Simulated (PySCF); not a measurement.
```xyz
11

C      1.1209    -0.4334    -0.0171
C      0.0151    -1.2987    -0.0104
C     -1.2744    -0.7360     0.0098
N     -1.5110     0.5879     0.0231
C     -0.4436     1.4061     0.0164
C      0.8878     0.9514    -0.0034
H      2.1480    -0.8317    -0.0329
H      0.1456    -2.3922    -0.0206
H     -2.1646    -1.3920     0.0156
H     -0.6583     2.4908     0.0275
H      1.7218     1.6705    -0.0079
```

Charge 0, multiplicity 1.

Q: Give the Mulliken and meta-Löwdin atomic charges from TPSSh-D3(BJ)/def2-TZVP // BP86-D3(BJ)/def2-SVP in PySCF 2.14.0.

A: 
```csv
atom,Mulliken (e),meta-Löwdin (e)
C1,-0.13,-0.09
C2,-0.09,-0.14
C3,-0.05,0.01
N4,-0.20,-0.25
C5,-0.05,0.01
C6,-0.09,-0.14
H7,0.12,0.12
H8,0.12,0.12
H9,0.12,0.12
H10,0.12,0.12
H11,0.12,0.12
```
